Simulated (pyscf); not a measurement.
Structures and frequencies: ωB97X-D3(BJ)/def2-SVP in PySCF.

For the elementary gas-phase step •HN–SiH(Cl)–Cl + H₂ → H₂N–SiH(Cl)–Cl + H• (doublet surface; H–H broken, H–N formed), what barrier and reaction energy does ωB97M-D3(BJ)/def2-TZVP give, measured from the separated reactants?

ΔE‡ = 7.2 kcal/mol, ΔE = -10.7 kcal/mol. Zero-point energy shifts the barrier by +1.2 kcal/mol. It is a hydrogen abstraction, with an imaginary mode of 1178i cm⁻¹. •HN–SiH(Cl)–Cl lies 21.5 kcal/mol over its isomer H₂N–Si•(Cl)–Cl, and others may lie lower still (electronic energy, ωB97M-D3(BJ)). One saddle was located; it need not be the lowest between these sides. The angle at the transferred H is 158°.
